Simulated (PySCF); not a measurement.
`c1nncs1`, C$_{2}$H$_{2}$N$_{2}$S

Cartesian coordinates in Å; atom numbers follow the order of the lines, from 1:
```xyz
7

C     0.9102    0.2060    0.0651
N     0.4625   -0.8465    0.6757
N    -0.8834   -0.8839    0.7418
C    -1.4466    0.1401    0.1806
S    -0.3290    1.2700   -0.4947
H     1.9693    0.4094   -0.0858
H    -2.5251    0.2835    0.1357
```

Computed, not measured: UKS PBE0/def2-SVPD four-point reorganisation energy, gas phase in PySCF 2.14.0. Geometry: PBE0/def2-SVPD.

What is the inner reorganisation energy for hole transfer, with the ionisation energy?

λ = 0.402 (surface of the oxidised species) + 0.363 (surface of the starting species) = 0.765 eV. The ionisation energy is 10.04 eV vertical and 9.64 eV adiabatic without zero-point energy; at the relaxed geometry of the oxidised species the two energies differ by 9.27 eV. Largest bond changes: N2–N3 1.348 → 1.234 Å, N3–C4 1.296 → 1.306 Å, C1–N2 1.296 → 1.306 Å, C4–S5 1.727 → 1.724 Å, S5–C1 1.727 → 1.724 Å. ⟨S²⟩ of the relaxed oxidised species 0.757.
